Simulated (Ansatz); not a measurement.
System: antiferromagnetic (type II) rock-salt NiO. Method: LDA in Ansatz (plane waves, hard PAW).

Run with plane-wave cutoff 930 eV, 16×16×16 k mesh, Fermi–Dirac smearing 0.05 eV, magnetic order afm2, spin-polarised with opposed moments.

Cell (relaxed at this level):

NiO is modelled in the trigonal space group R-3m, hexagonal axes (No. 166), Pearson symbol hR2. Cell: a = b = 2.8851 Å, c = 6.9714 Å, α = β = 90.00°, γ = 120.00°. Ni on 3a has 6 O at 2.031 Å (octahedral). O on 3b is surrounded by 6 Ni at 2.031 Å (octahedral). (Neighbours: up to the widest gap in distance over summed covalent radii, below 1.35, at either atom; cation-cation and far metal-metal contacts left out.)
(The calculation used a cell of 4 atoms; values per cell refer to that cell.)

Problem. Estimate the magnetic moment (largest site, within a sphere) and band gap that the calculation returns.

Solution. 
magnetic moment (largest site, within a sphere): 1.14 μB
band gap: 0.45 eV (on the SCF k mesh)

Moments are spin moments.

Static lattice: no zero-point or thermal effects.

Ansatz is a program for electronic structure.
